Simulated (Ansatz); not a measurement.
H4O4, singlet: a pair in one relaxed arrangement.

The input file, in.yaml:

```yaml
crystal:
  periodic: [false, false, false]
  atoms:
    - {symbol: O, position_ang: [0.667399, -0.469093, -1.835225]}
    - {symbol: O, position_ang: [-0.461019, -0.298909, -0.983058]}
    - {symbol: H, position_ang: [0.259069, -0.376726, -2.704597]}
    - {symbol: H, position_ang: [-0.255962, 0.539337, -0.534804]}
    - {symbol: O, position_ang: [0.056524, 0.896072, 1.440584]}
    - {symbol: O, position_ang: [0.327979, -0.475581, 1.725773]}
    - {symbol: H, position_ang: [-0.695344, 1.065418, 2.021246]}
    - {symbol: H, position_ang: [0.101454, -0.880518, 0.869882]}
basis:
  gaussian: {orbitals: def2-SVP}
hamiltonian: {xc: {name: wB97M-V}}
```

Launched with

```bash
ansatz run in.yaml --threads 4 --pin off --events-out ev --progress --plain --max-ram 9574MiB
```

The run's output (Ansatz 0.2.0):

```
Functional definition: wB97M-V
  name "wB97M-V"
  cite "Mardirossian & Head-Gordon, J. Chem. Phys. 144, 214110 (2016) doi:10.1063/1.4952647"
  cite "Becke, J. Chem. Phys. 107, 8554 (1997) doi:10.1063/1.475007"
  cite "Vydrov & Van Voorhis, J. Chem. Phys. 133, 244103 (2010) doi:10.1063/1.3521275"
  # Of w^i u^j: cxij and so on, Table III.
  parameter omega = 0.3/bohr
  parameter cx = 0.15
  parameter cx01 = 1.007
  parameter cx10 = 0.259
  parameter css00 = 0.443
  parameter css04 = -1.437
  parameter css10 = -4.535
  parameter css20 = -3.390
  parameter css43 = 4.278
  parameter cos00 = 1.000
  parameter cos10 = 1.358
  parameter cos20 = 2.924
  parameter cos21 = -8.812
  parameter cos60 = -1.390
  parameter cos61 = 9.142
  parameter b = 6.0
  parameter c = 0.01
  gx(w, u) = 1 - cx + cx01*u + cx10*w
  gss(w, u) = css00 + css04*u^4 + css10*w + css20*w^2 + css43*w^4*u^3
  gos(w, u) = cos00 + cos10*w + (cos20 + cos21*u)*w^2 + (cos60 + cos61*u)*w^6
  exchange = spin_sum(e_x_unif_sr(omega)*gx(b97_w, b97_u_x)) + cx*exact_x_sr(omega) + exact_x_lr(omega)
  correlation = spin_sum(e_c_pw_mod_same_spin*gss(b97_w, b97_u_same))
      + integral(e_c_pw_mod_opposite_spin*gos(b97_w_opposite, b97_u_opposite)) + vv10(b, c)
804 factors; their error is unknown
168 factors; integrals over basis functions are off by at most 9.1e-6 eV
mean field evaluation 1: about -8235.9588 eV, gradient 3.8e1 eV
mean field evaluation 2: about -8237.5612 eV, gradient 2.5e1 eV
mean field evaluation 4: about -8238.5786 eV, gradient 9.5e-1 eV
mean field evaluation 8: about -8238.5736 eV, gradient 1.5e-2 eV
mean field evaluation 16: about -8238.5736 eV, gradient 2.1e-5 eV
mean field -8238.57356569 eV, -302.7619942332 hartree, gradient 2.1e-5 eV, S^2 0.000000; 0 other end points of the search recorded, 0 dependent functions left out
reference -8238.57359469 eV, -302.7619952990 hartree; 18, 18 occupied and 58, 58 virtual orbitals, 804 factors
Total energy: -8238.57359469 eV, -302.7619952990 hartree
```

The lines “mean field evaluation” count trial sets of orbitals through the whole run, from several starts and some on an approximate energy, so they need not fall steadily or lie above the final value.

Hardware: 4 CPU threads of an Arm Neoverse V2, shared host. Wall time about 1.5 s.
